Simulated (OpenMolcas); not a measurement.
**NClO (SMILES O=NCl): CCSD(T)/ANO-R1 (sfX2C)**

Aim: the vertical electron affinity of NClO at CCSD(T)/ANO-R1 (sfX2C), from 2 runs. 

The calculation is run with OpenMolcas 26.06.

2 further runs of the same task are left out: 2 that didn't finish.

## (1) The system as given

NClO: 3 atoms, total charge 0, spin state singlet. SMILES: `O=NCl`. The coordinates come from a PBE0-D4/def2-TZVP relaxation.

Bond lengths: O1–N2 1.127 Å, N2–Cl3 1.944 Å. Angles: O1–N2–Cl3 113.9°.

## (2) A single-point energy at CCSD(T)/ANO-R1 (sfX2C)

The input, coord.xyz:

```xyz
3

O      1.000080    -0.338330     0.513880
N      0.052050    -0.599550    -0.035840
Cl    -1.052130     0.937900    -0.478040
```

The input, job.inp:

```
&GATEWAY
Coord=coord.xyz
Basis=ANO-R1
Group=NoSym
&SEWARD
&SCF
PrOrbitals=0
&RASSCF
FileOrb=$Project.ScfOrb
Spin=1
Nactel=0 0 0
Inactive=16
Ras2=0
OutOrbitals=Canonical
OrbListing=Nothing
&MOTRA
JobIph
Frozen=7
&CCSDT
CCT
Triples=2
Iterations=50
Extrapolation=5 4
```

Command:

```
$ export MOLCAS_MEM=1860
$ pymolcas job.inp > job.log
```

Standard output:

```text
--- Start Module: gateway ---
[...]
--- Stop Module: gateway /rc=_RC_ALL_IS_WELL_ ---
[...]
      Basis functions           46
[...]
       Convergence after  12 Iterations
[...]
::    Total SCF energy                               -590.2426682494
[...]
      Total spin, S                                     0.0000000000
[...]
      Number of active orbitals                  0
[...]
      Spin quantum number                      0.0
[...]
      Active orbitals                            0
[...]
      Number of CSFs                             1
[...]
      Number of root(s) required                 1
[...]
      Convergence after  4 iterations
[...]
      Natural orbitals and occupation numbers for root  1
      ************************************************************************************************************************
      *                                                    Final results                                                     *
      ************************************************************************************************************************
[...]
::    RASSCF root number  1 Total energy:   -590.24266825
[...]
      Total electronic charge=   32.000000
      Total            charge=   -0.000000
[...]
      Dipole Moment (debye):
      Origin of the operator (angstrom)=   -0.3089    0.2923   -0.1385
                   X=  1.1706E+00               Y= -1.3790E+00               Z=  4.9580E-01           Total=  1.8756E+00
      Quadrupole Moment (debye*angstrom):
[...]
--- Start Module: motra ---
[...]
      *** WARNING: Default frozen orbitals is overwritten by user input.
      *** Default values:   7
[...]
--- Stop Module: motra /rc=_RC_ALL_IS_WELL_ ---
--- Start Module: ccsdt ---
[...]
      Convergence after                    14  Iterations
      Total energy (diff) :    -590.74917701      -0.00000004
[...]
 METHOD                       : CCSD+T(CCSD)+<T3(1)WT1> = CCSD(T)
[...]
       CCSD     =      -590.7491770111936
[...]
--- Stop Module: ccsdt /rc=_RC_ALL_IS_WELL_ ---
[...]
```

It took 11 s on 1 thread of Arm Neoverse N1, shared host; peak memory 0.38 GiB.

## (3) The doublet anion at the same level

coord.xyz is that of step 2.

The input, job.inp:

```
>>> EXPORT MOLCAS_PRINT=2

&GATEWAY
  Coord=coord.xyz
  Basis=ANO-R1
  Group=NoSym

&SEWARD

&SCF
  UHF
  Charge=-1
  Spin=2
  PrOrbitals=0

&RASSCF
  FileOrb=$Project.UnaOrb
  Spin=2
  Nactel=1 0 0
  Inactive=16
  Ras2=1
  OutOrbitals=Canonical
  OrbListing=Nothing

&MOTRA
  JobIph
  Frozen=7

&CCSDT
  CCT
  Triples=3
  Iterations=50
  Extrapolation=5 4
```

Command:

```
$ export MOLCAS_MEM=1860
$ pymolcas job.inp > job.log
```

Standard output:

```text
--- Start Module: gateway ---
[...]
--- Stop Module: gateway /rc=_RC_ALL_IS_WELL_ ---
[...]
      Basis functions           46
[...]
       Convergence after  19 Iterations
[...]
::    Total SCF energy                               -590.2740783098
[...]
      Total spin, S                                     0.5070678341
[...]
      Number of active orbitals                  1
[...]
      Spin quantum number                      0.5
[...]
      Active orbitals                            1
[...]
      Number of CSFs                             1
[...]
      Number of root(s) required                 1
[...]
      Convergence after 10 iterations
[...]
      printout of CI-coefficients larger than  0.05 for root  1
      energy=    -590.266840
      conf/sym  1     Coeff  Weight
             1  u   1.00000 1.00000
      Natural orbitals and occupation numbers for root  1
      sym 1:   1.000000
      ************************************************************************************************************************
      *                                                    Final results                                                     *
[...]
::    RASSCF root number  1 Total energy:   -590.26683960
[...]
      Total electronic charge=   33.000000
      Total            charge=   -1.000000
[...]
      Dipole Moment (debye):
      Origin of the operator (angstrom)=   -0.3089    0.2923   -0.1385
                   X=  3.9167E-01               Y= -7.8067E-01               Z=  1.3155E-01           Total=  8.8327E-01
      Center of Charge (angstrom)
[...]
--- Start Module: motra ---
[...]
      *** WARNING: Default frozen orbitals is overwritten by user input.
      *** Default values:   7
[...]
--- Stop Module: motra /rc=_RC_ALL_IS_WELL_ ---
--- Start Module: ccsdt ---
[...]
      Convergence after                    17  Iterations
      Total energy (diff) :    -590.75871334       0.00000009
[...]
 METHOD                       : CCSD+T(CCSD)+<T3(1)WT1>+<T3(1)UT2> = CCSD(T)
[...]
       CCSD     =      -590.7587133363047
[...]
--- Stop Module: ccsdt /rc=_RC_ALL_IS_WELL_ ---
[...]
```

Wall time 13 s (1 thread of Arm Neoverse N1, shared host); peak memory 0.38 GiB.

## (4) Outcome

At CCSD(T)/ANO-R1 (sfX2C), 7 core orbitals frozen:

```
                                                 quantity          value
                               singlet NClO: total energy  -590.77190 Eh
         singlet NClO: dipole moment (mean-field density)         1.88 D
        singlet NClO: HOMO energy (Hartree–Fock orbitals)      -11.49 eV
        singlet NClO: LUMO energy (Hartree–Fock orbitals)        1.53 eV
      singlet NClO: HOMO–LUMO gap (Hartree–Fock orbitals)       13.02 eV
singlet NClO: correlation energy (7 core orbitals frozen)     -529.2 mEh
                             singlet NClO: (T) correction     -22.73 mEh
                              doublet anion: total energy  -590.77536 Eh
                            doublet anion: (T) correction     -16.64 mEh
        vertical electron affinity (to the doublet anion)       0.094 eV
```

In words: At fixed nuclei the extra electron is bound by 0.09 eV (9.1 kJ/mol). The basis has no diffuse functions, so the error can be as large as this value. Mulliken charges (singlet NClO) of the mean-field density run from -0.20 on Cl3 to +0.23 on N2. The triples (singlet NClO) make up 4.3 % of the correlation energy.
